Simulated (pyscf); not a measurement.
# Insertion: B–F [singlet] + methane (CH₄) → H₃C–BH–F

Gas phase, singlet surface, charge 0. Bonds broken: C3–H4. Bonds formed: B1–C3, B1–H4. PySCF, gas phase, ωB97X-D3(BJ)/def2-SVP geometries. MP2 and CC: frozen core, UHF for open shells. ΔMP2 is the change of the MP2 total energy from the triple- to the quadruple-zeta basis.

Transition state (Å):

```xyz
7

B      0.4888    -0.6351    -0.7197
F     -0.1314    -0.0439    -1.7093
C      0.1506     0.6860     0.6948
H      0.8147    -0.5993     0.4780
H      0.4829     0.6442     1.7432
H      0.5874     1.5608     0.1875
H     -0.9495     0.6857     0.6400
```

One imaginary mode, 1658i cm⁻¹; descent along it reached the two sides named.

```tsv
bond	change	reactant side (Å)	saddle	product side
C3–H4	breaks	1.099	1.463	2.478
B1–C3	forms	4.3	1.965	1.567
B1–H4	forms	3.3	1.242	1.213
```

Electronic energies relative to the separated reactants (kcal/mol):

```csv
level,barrier,reaction energy,reverse barrier
ωB97X-D3(BJ)/def2-TZVP,53.2,-53.5,106.8
PBE/def2-TZVP,41.8,-54.3,96.1
r²SCAN/def2-TZVP,44.1,-56.2,100.3
B3LYP-D3(BJ)/def2-TZVP,49.6,-52.8,102.3
PBE0-D3(BJ)/def2-TZVP,46.1,-56.4,102.4
M06-2X/def2-TZVP,52.0,-52.9,104.8
ωB97M-D3(BJ)/def2-TZVP,53.8,-50.0,103.9
HF/def2-TZVP,73.0,-46.1,119.1
MP2/def2-QZVPP,53.1,-53.4,106.4
CCSD/def2-TZVPP,58.9,-47.8,106.7
CCSD(T)/def2-TZVPP,55.9,-48.1,104.0
CCSD(T)/def2-TZVPP + ΔMP2(QZVPP),55.3,-48.5,103.8
```

With CCSD(T)/def2-TZVPP + ΔMP2(QZVPP) energies and thermal terms (ideal gas, 1 atm, RRHO with modes under 100 cm⁻¹ raised to 100, one conformer, R ln 2 for rigid chiral ones), in kcal/mol:

| T (K) | ΔH‡ | ΔG‡ | ΔH | ΔG |
|---|---|---|---|---|
| 298 | 53.4 | 61.5 | -47.6 | -39.4 |
| 600 | 53.8 | 69.6 | -47.3 | -31.1 |
| 900 | 54.4 | 77.3 | -46.5 | -23.1 |
| 1200 | 55.0 | 84.9 | -45.6 | -15.5 |

One saddle was located; it need not be the lowest between these sides. The CCSD(T) − MP2 part came from Ansatz, without density fitting, on the same reference.
